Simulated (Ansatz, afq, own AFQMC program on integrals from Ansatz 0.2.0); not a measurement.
**SiN2H4, singlet: AFQMC among the cluster methods**

```yaml
atoms:
  - { symbol: N, position_ang: [-1.2262, 0.3197, -0.3557] }
  - { symbol: Si, position_ang: [-0.1815, -1.0549, -0.4306] }
  - { symbol: N, position_ang: [1.2324, -0.4011, 0.3175] }
  - { symbol: H, position_ang: [-2.1686, 0.2666, -0.7243] }
  - { symbol: H, position_ang: [-1.0257, 1.2390, 0.0278] }
  - { symbol: H, position_ang: [1.3698, 0.5355, 0.6870] }
  - { symbol: H, position_ang: [2.0611, -0.9728, 0.4326] }
```

Basis def2-TZVP. Noble-gas cores (and the filled d shells of Ga–Kr and In–Xe) are frozen. AFQMC by an in-house program on the Cholesky factors that Ansatz 0.2.0 writes for its CCSD(T) run. ph-AFQMC/CISD is guided by a CISD state made of CCSD amplitudes; releasing the constraint for a short imaginary time cuts its bias at the price of noise, slowly where states lie close. Error bars are statistical, one sigma.

Determinant: RHF, the one that the program's search chose, which needn't be the lowest solution. The geometry is a PBE0/def2-SVP stationary point of this or a neighbouring charge and spin state.

No full CI on the walks' own integrals is used here. The released AFQMC energy serves as the reference, which it does only where one determinant dominates, the energy is flat over the last release times and near the phaseless one (40 meV or 2 meV an electron, half that with transition metals). On small molecules, where full CI could be run and the noise was under 10 meV, such values lay within 10 meV of it in 19 cases of 20, a flattering rate, since the rule was set on those same cases; what remains of the bias isn't in the error bar.

Cautions: the released value is read at 1.50 1/Eh with a noise of 15 meV, more than in the cases checked (meV from the phaseless value at times in 1/Eh: -5 ± 9 at 0.24, 0 ± 9 at 0.51, -23 ± 14 at 0.99, -10 ± 15 at 1.50).

The T1 diagnostic is 0.0129 and the weight of the determinant in the CISD state is 0.825. The size of the correlated space is 18 electrons in 116 orbitals.

```tsv
level	correlation energy (eV)
MP2	-14.2001
CCSD	-14.9396
CCSD(T)	-15.5263
```

(1) Estimate where phaseless AFQMC with a CISD trial lies against CCSD(T) on the same integrals.

(1) 1.48 ± 0.30 mEh below CCSD(T).

Reference: AFQMC with the constraint released, correlation energy -15.576 ± 0.015 eV.

```json
{"level": "CCSD(T)", "E − E(reference) (mEh)": "1.84 ± 0.54", "share of correlation (%)": "99.68"}
{"level": "ph-AFQMC/HF", "E − E(reference) (mEh)": "-5.24 ± 1.47", "share of correlation (%)": "100.92"}
{"level": "ph-AFQMC/CISD", "E − E(reference) (mEh)": "0.36 ± 0.62", "share of correlation (%)": "99.94"}
```

Released energies are given only where the last usable release times agree within the noise; a slower fall can still hide under it.
